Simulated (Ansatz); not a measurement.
# AlH₂O (quartet): wave-function methods side by side, def2-TZVPP

The task here is to estimate one member of a computed series from the others.

The runs use Ansatz 0.2.0, Gaussian basis; def2-TZVPP, core rule «outside noble gas», up to 6 orbitals frozen.

The runs, in order: UHF; ROHF; CCSD(T) on UHF.

## The geometry

The geometry is a PBE0/def2-TZVP stationary point (not a proven minimum).

4 atoms, charge 0, spin multiplicity 4.

Atoms are counted from 1 here; the program's logs count them from 0.

Bond lengths: Al1–O2 1.747 Å, Al1–H3 1.777 Å, Al1–H4 1.777 Å. Angles: O2–Al1–H3 65.9°, O2–Al1–H4 65.9°, H3–Al1–H4 131.8°.

Geometry (Å):

```xyz
4
AlH2O
Al    0.0000    0.0000    0.6535
O     0.0000    0.0000   -1.0930
H     0.0000   -1.6221   -0.0723
H     0.0000    1.6221   -0.0723
```

The first run:

File in.yaml:

```yaml
crystal:
  periodic: [false, false, false]
  atoms:
    - {symbol: Al, position_ang: [0.000000, 0.000000, 0.653528]}
    - {symbol: O, position_ang: [0.000000, 0.000000, -1.093006]}
    - {symbol: H, position_ang: [0.000000, -1.622098, -0.072304]}
    - {symbol: H, position_ang: [0.000000, 1.622098, -0.072304]}
basis:
  gaussian: {orbitals: def2-TZVPP}
magnetization: {spin_polarized: true, initial_magnetization: 3}
hamiltonian: {xc: hf}
output: {orbitals: {seedname: orbitals}}
```

On the command line:

```console
$ ansatz run in.yaml --threads 1 --pin off --events-out ev --progress --plain --max-ram 4096MiB --backend cpu
```

Steps of the session up to this table: UHF; ROHF; CCSD(T) on UHF.

One table of the session follows, with a row left open; its other results are not shown here.

It belongs to the step «Misses and costs». 

| method | from UCCSD(T) (meV) |
| --- | --- |
| ROHF | +9283.2 |
| UHF | ? |
| UMP2 | +1343.8 |
| UCCSD | +360.3 |
| UCCSD(T) | 0 |

Estimate the missing values for UHF.

As computed: from UCCSD(T) (meV): +8625.9. In the column «from UCCSD(T) (meV)» it lies between UMP2 (+1343.8) and ROHF (+9283.2).

With the free atoms at the same levels and basis (separate runs), the atomisation energy is 5.555 eV at UCCSD(T), 2.346 eV at ROHF.
